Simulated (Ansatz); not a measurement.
Relaxation of C$_{2}$H$_{2}$F$_{2}$O (7 atoms, charge 0, multiplicity 1), to a largest force component of 0.02 eV/Å in at most 50 steps.

Theory: Ansatz, RKS BHLYP-D4/cc-pVDZ.

```xyz
7
Properties=species:S:1:pos:R:3:forces:R:3
F 0.686 -1.573 0.843 -1.71 1.46 -1.93
C -0.025 -0.326 0.669 2.60 1.38 2.59
O -1.218 -0.320 -0.177 -1.36 -2.64 -1.87
C 0.066 0.318 -0.682 -0.30 1.85 3.43
F -0.008 1.681 -0.769 -0.01 -2.55 -0.02
H -2.139 -0.456 0.161 1.09 1.08 -0.56
H 0.557 -0.142 -1.492 -0.31 -0.57 -1.64
```

Q: Where does it end, and by what steps?

A: The forces met the threshold. After 17 steps the energy has fallen by 2.681 eV; O3 moved furthest, 0.56 Å. Parted: C2–O3.

```tsv
step	energy less start (eV)	largest force component (eV/Å)	accepted
0	0.0000	3.427	yes
1	-0.9007	1.883	yes
2	-1.2191	1.485	yes
3	-1.7854	2.982	yes
4	-2.1696	2.870	yes
5	-2.4948	1.528	yes
6	-2.5478	1.595	yes
7	-2.5433	1.520	no
8	-2.6329	0.389	yes
9	-2.6620	0.211	yes
10	-2.6758	0.313	yes
11	-2.6644	0.972	no
12	-2.6718	0.397	no
13	-2.6797	0.055	yes
14	-2.6806	0.078	yes
15	-2.6809	0.075	yes
16	-2.6810	0.045	yes
17	-2.6812	0.009	yes
```

```xyz
7
Properties=species:S:1:pos:R:3
F 1.004 -1.322 0.765
C 0.189 -0.314 0.874
O -1.450 -0.369 -0.684
C -0.173 0.104 -0.536
F -0.128 1.463 -0.603
H -1.968 -0.064 0.068
H 0.445 -0.317 -1.331
```

Whether the end is a true minimum wasn't checked by a vibrational analysis.

The run took 57 s on 1 thread of Arm Neoverse V1, on a shared host, peak memory 0.14 GiB.
